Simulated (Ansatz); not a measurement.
**One shape, several levels: doublet CH4OSi−**

Wanted: a comparison of 6 runs (UHF/3-21G, U-revPBE/aug-cc-pVDZ, U-wB97M-V/aug-cc-pVDZ, UPBE-QIDH/aug-cc-pVDZ, USVWN5/aug-cc-pVDZ, UMP2/aug-cc-pVDZ) of doublet CH4OSi−. 

Program for the calculation: Ansatz 0.2.0.

57 further runs of the same task are left out: 57 set aside as unsound or not needed. Runs told in other sessions of the task aren't counted.

## 1. Starting point

The species is CH4OSi− (7 atoms), meant as a doublet with charge -1. As SMILES of the parent species, `CO[SiH]`. The shape is that of a PBE0-D4/def2-TZVP optimisation. This is one conformer, not always the lowest. That shape belongs to the parent species and isn't relaxed for this state.

Bond lengths: C1–O2 1.410 Å, O2–Si3 1.639 Å, C1–H4 1.092 Å, C1–H5 1.095 Å, C1–H6 1.092 Å, Si3–H7 1.552 Å. Angles: C1–O2–Si3 130.6°, O2–C1–H4 109.2°, O2–C1–H5 110.9°, O2–C1–H6 109.2°, O2–Si3–H7 97.1°, H4–C1–H5 109.5°, H4–C1–H6 108.5°, H5–C1–H6 109.5°.

## 2. A single-point energy at UHF/3-21G (run 1)

job.yaml

```yaml
crystal:
  periodic: [false, false, false]
  atoms:
    - {symbol: C, position_ang: [-0.512400, 0.485500, -0.338500]}
    - {symbol: O, position_ang: [-0.443200, -0.446500, 0.717600]}
    - {symbol: Si, position_ang: [0.796900, -1.387300, 1.229900]}
    - {symbol: H, position_ang: [-1.296400, 0.180800, -1.035500]}
    - {symbol: H, position_ang: [0.443800, 0.547500, -0.868700]}
    - {symbol: H, position_ang: [-0.769300, 1.467500, 0.065400]}
    - {symbol: H, position_ang: [1.841700, -0.915600, 0.184100]}
basis:
  gaussian: {orbitals: 3-21G.json}
total_charge: -1
magnetization: {spin_polarized: true, initial_magnetization: 1}
hamiltonian: {xc: hf}
accuracy: high
output: {orbitals: {seedname: orbitals}}
```

The basis set 3-21G is read from a file made from the Basis Set Exchange's data (not shown).

Launch:

```sh
ansatz run job.yaml --threads 1 --pin off --max-ram 3480MiB --events-out events.jsonl --progress --plain --runs-dir runs
```

The program printed:

```text
Warning: RAYON_NUM_THREADS=1 ignored (pool sized by the plan → 1); use --threads N
Functional definition: HF
  name "HF"
  exchange = exact_x
  correlation = 0
877 factors; integrals over basis functions are off by at most 3.8e-9 eV
mean field evaluation 1: about -10931.0416 eV, gradient 1.5e1 eV
mean field evaluation 2: about -10931.3991 eV, gradient 1.5e1 eV
mean field evaluation 4: about -10932.9579 eV, gradient 1.4e0 eV
mean field evaluation 8: about -10932.9948 eV, gradient 1.1e-1 eV
mean field evaluation 16: about -10932.9951 eV, gradient 2.2e-8 eV
mean field -10932.99513550 eV, -401.7801605793 hartree, gradient 2.5e-8 eV, S^2 0.758132; 0 other end points of the search recorded, 0 dependent functions left out
reference -10932.99513550 eV, -401.7801605793 hartree; 17, 16 occupied and 22, 23 virtual orbitals, 877 factors
Total energy: -10932.99513550 eV, -401.7801605793 hartree
```

Wall time 0.44 s (1 thread of Arm Neoverse V2, shared host); peak memory 0.095 GiB.

## 3. A single-point energy at U-revPBE/aug-cc-pVDZ (run 2)

input.yaml

```yaml
crystal:
  periodic: [false, false, false]
  atoms:
    - {symbol: C, position_ang: [-0.512400, 0.485500, -0.338500]}
    - {symbol: O, position_ang: [-0.443200, -0.446500, 0.717600]}
    - {symbol: Si, position_ang: [0.796900, -1.387300, 1.229900]}
    - {symbol: H, position_ang: [-1.296400, 0.180800, -1.035500]}
    - {symbol: H, position_ang: [0.443800, 0.547500, -0.868700]}
    - {symbol: H, position_ang: [-0.769300, 1.467500, 0.065400]}
    - {symbol: H, position_ang: [1.841700, -0.915600, 0.184100]}
basis:
  gaussian:
    orbitals: aug-cc-pVDZ
total_charge: -1
magnetization:
  spin_polarized: true
  initial_magnetization: 1
hamiltonian:
  xc: {name: revPBE}
accuracy: high
output: {orbitals: {seedname: orbitals}}
```

Launch:

```sh
ansatz run input.yaml --threads 1 --pin off --max-ram 3480MiB --events-out events.jsonl --progress --plain --runs-dir runs
```

The program printed:

```text
Warning: RAYON_NUM_THREADS=1 ignored (pool sized by the plan → 1); use --threads N
Functional definition: revPBE
  name "revPBE"
  parameter kappa = 1.245
  parameter beta = 0.06672455060314922
  exchange = pbe_x(kappa = kappa, mu = beta*pi^2/3)
  correlation = pbe_c(beta = beta)
2191 factors; integrals over basis functions are off by at most 3.5e-9 eV
mean field evaluation 1: about -11021.7855 eV, gradient 1.8e1 eV
mean field evaluation 2: about -11018.4245 eV, gradient 2.4e1 eV
mean field evaluation 4: about -11023.9598 eV, gradient 2.0e0 eV
mean field evaluation 8: about -11023.9820 eV, gradient 2.1e-1 eV
mean field evaluation 16: about -11023.9824 eV, gradient 9.2e-5 eV
mean field evaluation 32: about -11022.2227 eV, gradient 5.6e0 eV
mean field -11023.98236254 eV, -405.1238794998 hartree, gradient 3.6e-8 eV, S^2 0.754777; 8 other end points of the search recorded, 0 dependent functions left out
reference -11023.98236669 eV, -405.1238796523 hartree; 17, 16 occupied and 92, 93 virtual orbitals, 2191 factors
Total energy: -11023.98236669 eV, -405.1238796523 hartree
```

Run time: 22 s. Hardware: 1 thread of Arm Neoverse V2, shared host; peak memory 0.4 GiB.

Runs 3 to 5 aren't shown in full; the table further down has their settings and results.

## 4. A single-point energy at UMP2/aug-cc-pVDZ (run 6)

in.yaml

```yaml
crystal:
  periodic: [false, false, false]
  atoms:
    - {symbol: C, position_ang: [-0.512400, 0.485500, -0.338500]}
    - {symbol: O, position_ang: [-0.443200, -0.446500, 0.717600]}
    - {symbol: Si, position_ang: [0.796900, -1.387300, 1.229900]}
    - {symbol: H, position_ang: [-1.296400, 0.180800, -1.035500]}
    - {symbol: H, position_ang: [0.443800, 0.547500, -0.868700]}
    - {symbol: H, position_ang: [-0.769300, 1.467500, 0.065400]}
    - {symbol: H, position_ang: [1.841700, -0.915600, 0.184100]}
basis:
  gaussian:
    orbitals: aug-cc-pVDZ
total_charge: -1
magnetization:
  spin_polarized: true
  initial_magnetization: 1
correlation:
  method: mp2
  frozen_orbitals: {C: 1, H: 0, O: 1, Si: 5}
accuracy: high
```

Launch:

```sh
ansatz run in.yaml --threads 1 --pin off --max-ram 3480MiB --events-out events.jsonl --progress --plain --runs-dir runs
```

The program printed:

```text
Warning: RAYON_NUM_THREADS=1 ignored (pool sized by the plan → 1); use --threads N
[... 4 set-up lines as earlier in the session ...]
2191 factors; integrals over basis functions are off by at most 3.5e-9 eV
mean field evaluation 1: about -10990.9824 eV, gradient 1.3e1 eV
mean field evaluation 2: about -10990.9860 eV, gradient 1.3e1 eV
mean field evaluation 4: about -10992.5071 eV, gradient 2.3e0 eV
mean field evaluation 8: about -10992.5640 eV, gradient 1.9e-1 eV
mean field evaluation 16: about -10991.8568 eV, gradient 7.2e-2 eV
mean field evaluation 32: about -10991.8564 eV, gradient 1.7e-1 eV
mean field -10992.56614837 eV, -403.9693549238 hartree, gradient 2.6e-8 eV, S^2 0.773626; 3 other end points of the search recorded, 0 dependent functions left out
7 core orbitals not correlated: weight in the atoms' cores, before any rotation towards them, 1.000 or more for the frozen orbitals, at most 0.000 for the correlated occupied ones
reference -10992.56614837 eV, -403.9693549238 hartree; 10, 9 occupied and 92, 93 virtual orbitals, 2191 factors
second order -12.19050055 eV of doubles, -0.00000000 eV of singles
Total energy: -11004.75664892 eV, -404.4173475558 hartree
```

Wall time 9.3 s (1 thread of Arm Neoverse V2, shared host); peak memory 0.36 GiB.

## 5. The series

```csv
run,level,frozen core orbitals,energy (Eh),HOMO energy (eV),LUMO energy (eV),⟨S²⟩,wall time
1,UHF/3-21G,–,-401.780161,0.19,9.03,0.758,0.44 s
2,U-revPBE/aug-cc-pVDZ,–,-405.123880,1.91,2.23,0.755,22 s
3,U-wB97M-V/aug-cc-pVDZ,–,-405.147075,-0.07,3.11,0.753,2.4 min
4,UPBE-QIDH/aug-cc-pVDZ,7,-404.832182,0.21,3.29,0.764,20 s
5,USVWN5/aug-cc-pVDZ,–,-403.140364,1.85,2.26,0.751,13 s
6,UMP2/aug-cc-pVDZ,7,-404.417348,–,–,0.774,9.3 s
```

## 6. Results

| quantity | value |
| --- | --- |
| run 6: total energy | -404.41735 Eh |
| run 6: correlation energy (7 core orbitals frozen) | -448.0 mEh |
| run 6: ⟨S²⟩ of the reference determinant | 0.774 |

What this shows: Totals of different functionals can't be ranked against each other. In runs 1, 2, 4, 5 the HOMO lies above zero, from self-interaction, a short basis or an electron that isn't bound. All runs together took 3.5 min, the longest 2.4 min.
